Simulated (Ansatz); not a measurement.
The first iterations of a band of ClH + H4OSi (8 atoms, charge 0, multiplicity 1).

Theory: Ansatz, RKS PBE-D4/def2-mTZVP.

* movable images: 5
* climbing image: yes
* spring: 2.0 to 10.0 eV/Å², energy-weighted
* optimiser: quadratic models (default)
* start path: through a guess of the saddle point
* force threshold: 0.05 eV/Å
* iteration limit: 60
* end points: relaxed

Initial state:

```xyz
8
Properties=species:S:1:pos:R:3
Si -0.658 -0.703 -0.399
H 0.801 -1.066 -0.224
H -1.188 -1.400 -1.606
H -1.370 -1.175 0.834
O -0.837 0.930 -0.684
H 1.850 0.376 0.732
Cl 1.818 1.521 1.375
H -0.415 1.517 -0.028
```

Final state:

```xyz
8
Properties=species:S:1:pos:R:3
Si -0.460 0.344 -0.226
H 1.919 -2.359 0.489
H -0.029 -0.430 -1.416
H -0.832 -0.515 0.935
O -1.726 1.281 -0.745
H 2.152 -1.656 0.617
Cl 1.147 1.507 0.420
H -2.172 1.829 -0.075
```

| iteration | highest image above the first end (eV) | largest band force component (eV/Å) |
| --- | --- | --- |
| 1 | 1.896 | 4.181 |
| 2 | 1.366 | 2.484 |
| 3 | 1.157 | 2.057 |
| 4 | 1.133 | 1.494 |
| 5 | 1.137 | 1.050 |
| 6 | 1.114 | 0.788 |

Question: Does the band converge within its limit, and where does its top end?

Answer: The run converged. It ended after 18 iterations with the highest image 1.135 eV above the first end. Another band between the same ends (5 images) ends at a top of the same energy, where a vibrational analysis finds 1 clearly imaginary mode. The orbitals stay closed-shell, which can raise the energy where a bond breaks towards radicals; this wasn't checked here.

Run time: 71 s on 2 threads of Intel(R) Xeon(R) Platinum 8488C (Sapphire Rapids) (shared host), peak memory 0.16 GiB.
